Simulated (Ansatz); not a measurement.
**Formaldehyde (CH₂O): basis-set convergence**

An exercise on one series of results from a longer session: the logs are not shown, and one member is left open.

The runs use Ansatz 0.2.0, Gaussian basis; one geometry, several basis sets.

Plan: PBE0-D4/def2-SVP; ωB97M-V/def2-SVP; PBE0-D4/def2-QZVPP; ωB97M-V/def2-QZVPP; CCSD(T)/cc-pV(D+d)Z; CCSD(T)/cc-pV(T+d)Z; CCSD(T)/cc-pV(Q+d)Z; the functionals' def2-TZVPP values are taken from earlier runs.

## The relaxed structure

The geometry comes from an earlier relaxation with PBE0-D4 in a triple-zeta def2 set; it is a stationary point.

SMILES `C=O`, 4 atoms, charge 0, spin multiplicity 1.

Atoms are counted from 1 here; the program's logs count them from 0.

Bond lengths: C1–O2 1.195 Å, C1–H3 1.109 Å, C1–H4 1.109 Å. Angles: O2–C1–H3 122.0°, O2–C1–H4 122.0°, H3–C1–H4 115.9°.

Set-up of the first run:

Contents of in.yaml:

```yaml
crystal:
  periodic: [false, false, false]
  atoms:
    - {symbol: C, position_ang: [-0.002831, -0.002224, -0.003278]}
    - {symbol: O, position_ang: [0.692010, 0.544353, 0.801308]}
    - {symbol: H, position_ang: [-0.544833, 0.559743, -0.790486]}
    - {symbol: H, position_ang: [-0.144345, -1.101872, -0.007544]}
basis:
  gaussian: {orbitals: def2-SVP}
hamiltonian: {xc: pbe0, dispersion: d4}
output: {orbitals: {seedname: orbitals}}
```

Run with:

```
> ansatz run in.yaml --threads 2 --pin off --events-out ev --progress --plain --max-ram 32768MiB --backend cpu
```

Among the steps run: PBE0-D4 in def2-SVP; ωB97M-V in def2-SVP; PBE0-D4 in def2-QZVPP; ωB97M-V in def2-QZVPP.

One of the session's tables, all rows but one given; the rest of the session is left out.

It belongs to the step «Density functionals: the series». 

| functional | basis | HOMO (eV) |
| --- | --- | --- |
| PBE0-D4 | def2-SVP | -7.62 |
| PBE0-D4 | def2-TZVPP | -7.82 |
| PBE0-D4 | def2-QZVPP | ? |
| ωB97M-V | def2-SVP | -10.02 |
| ωB97M-V | def2-TZVPP | -10.23 |
| ωB97M-V | def2-QZVPP | -10.27 |

Estimate the missing values for PBE0-D4, def2-QZVPP.

**Answer.** HOMO (eV): -7.85. In the column «HOMO (eV)» it lies between ωB97M-V, def2-SVP (-10.02) and PBE0-D4, def2-TZVPP (-7.82).
